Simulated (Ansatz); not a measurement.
triplet B₂: levels of theory in one basis

```yaml
atoms:
  - { symbol: B, position_ang: [0.0000, 0.0000, 0.0000] }
  - { symbol: B, position_ang: [0.0000, 0.0000, 2.3700] }
```

Basis set: def2-SVP (spherical functions). Correlated methods keep 2 orbitals frozen. Correlation on ROHF uses semicanonical orbitals with singles. Charge 0, multiplicity 3.

Computed with Ansatz (development build ahead of 0.2.0); each method stands on the lowest determinant of its kind that the runs found.

```json
{"method": "ROHF", "E − E(ROHF) (eV)": "0.00", "<S²> of the determinant": "2.00"}
{"method": "UHF", "E − E(ROHF) (eV)": "-0.30", "<S²> of the determinant": "2.21"}
{"method": "ROHF-MP2", "E − E(ROHF) (eV)": "-2.67", "<S²> of the determinant": "–"}
```

Problem. What does UHF-MP2 give on the same scale?

Solution. -2.49 eV.

Problem. Is a single determinant a sound starting point here?

Solution. Only with care. Unrestricted orbitals gain 0.30 eV and <S²> is 2.21 against 2.00 for a pure state, a contamination that matters most for the unrestricted series.

Caution for UHF, UHF-MP2: the unrestricted determinant is spin contaminated. Caution for ROHF-MP2, UHF-MP2: bonds are stretched, where a single reference can fail.
